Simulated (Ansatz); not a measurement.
What does this script print? It uses Ansatz 0.2.0 through its Python package.

The script, `scan_clh4psi.py`:
```python
"""Potential curve of ClH4PSi along one bond."""

import ansatz
from ase import Atoms
import numpy as np

BASIS = "6-31G*"
LEVEL = "mp2"


def main() -> None:
    atoms = Atoms(["P", "Si", "Cl", "H", "H", "H", "H"], positions=[
        [-1.392, 0.1557, -0.2672],
        [0.6184, -0.0291, 0.4818],
        [0.7921, -1.8637, 1.338],
        [-1.2721, -0.735, -1.3286],
        [-1.2019, 1.3176, -1.1203],
        [0.915, 1.029, 1.4983],
        [1.6017, 0.0575, -0.6477],
    ])
    mol = ansatz.Crystal.molecule_from_ase(atoms)

    symbols = [site.symbol for site in mol.cartesian_sites]
    start = np.array([site.position_ang for site in mol.cartesian_sites])
    axis = (start[4] - start[0]) / np.linalg.norm(start[4] - start[0])
    moving = [4]
    lengths, energies = [1.279, 1.338, 1.396, 1.454, 1.512, 1.57, 1.628, 1.716], []
    for length in lengths:
        xyz = start.copy()
        xyz[moving] += (length - np.linalg.norm(start[4] - start[0])) * axis
        point = ansatz.Crystal.molecule()
        for symbol, place in zip(symbols, xyz):
            point = point.atom(symbol, place.tolist())
        calc = (
            point.calculation()
            .basis(gaussian=BASIS)
            .correlation(LEVEL)
        )
        r = calc.run(threads=1).report
        energies.append(r["free_energy_ev"])
        print(f"r = {length:6.3f} A  E = {energies[-1]:.5f} eV  <S^2> = {abs(r['mean_field']['state']['spin_squared']):.3f}")

    # quartic fit about the minimum
    fit = np.polynomial.Polynomial.fit(lengths, np.array(energies) - min(energies), 4).convert()
    roots = [r.real for r in fit.deriv().roots() if abs(r.imag) < 1e-9 and fit.deriv(2)(r.real) > 0]
    r_e = min(roots, key=lambda r: abs(r - lengths[int(np.argmin(energies))]))
    print(f"minimum of the fit at {r_e:.4f} A, force constant {fit.deriv(2)(r_e):.2f} eV/A^2")


if __name__ == "__main__":
    main()
```

```console
$ python scan_clh4psi.py
r =  1.279 A  E = -29708.98089 eV  <S^2> = 0.000
r =  1.338 A  E = -29709.17131 eV  <S^2> = 0.000
r =  1.396 A  E = -29709.24639 eV  <S^2> = 0.000
r =  1.454 A  E = -29709.23736 eV  <S^2> = 0.000
r =  1.512 A  E = -29709.16535 eV  <S^2> = 0.000
r =  1.570 A  E = -29709.04693 eV  <S^2> = 0.000
r =  1.628 A  E = -29708.89512 eV  <S^2> = 0.000
r =  1.716 A  E = -29708.62298 eV  <S^2> = 0.000
minimum of the fit at 1.4173 A, force constant 22.61 eV/A^2
```

Caveats:
- Total energies depend on the basis set; only differences at equal settings carry meaning.
- The rest of the molecule is held rigid at a force-field or estimated start geometry, and the basis set is modest; single-reference methods fail as a bond breaks.
- The orbitals are restricted, so S² is zero by construction.
- S² is that of the Hartree-Fock reference.
- Run time: 4.9 s on 1 thread of Arm Neoverse V2 (shared host), peak memory 0.18 GiB.
